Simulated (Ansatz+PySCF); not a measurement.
singlet C3H4: levels of theory in one basis

```csv
atom,x (Å),y (Å),z (Å)
C,0.0000,0.0000,-1.2389
C,0.0000,0.0000,0.2145
C,0.0000,0.0000,1.4252
H,0.0000,-1.0275,-1.6347
H,-0.8899,0.5138,-1.6347
H,0.8899,0.5138,-1.6347
H,0.0000,0.0000,2.4993
```

Basis set: def2-SVP (spherical functions). Left uncorrelated: 3 orbitals. Charge 0, multiplicity 1.

Computed with Ansatz (development build ahead of 0.2.0); each method stands on the lowest determinant of its kind that the runs found. NEVPT2 correlates all electrons. Active spaces start from the frontier orbitals, and the lowest solution found is given.

| method | E − E(RHF) (eV) | <S²> of the determinant |
| --- | --- | --- |
| RHF | 0.00 | 0.00 |
| RHF-CCSD | -11.60 | – |
| RHF-CCSD(T) | -12.03 | – |
| CASSCF(4,4) | -1.85 | – |
| CASSCF(2,2) | -0.63 | – |
| SC-NEVPT2(2,2) | -11.08 | – |
| SC-NEVPT2(4,4) | -10.96 | – |

(1) What does RHF-MP2 give on the same scale?

(2) Is a single determinant a sound starting point here?

Answers

(1) -10.81 eV.

(2) By this sign, yes. Unrestricted orbitals gain 0.00 eV and <S²> is 0.00 against 0.00 for a pure state. The CASSCF(4,4) natural occupations are 1.94, 1.94, 0.06, 0.06. The CASSCF(2,2) natural occupations are 1.94, 0.06.
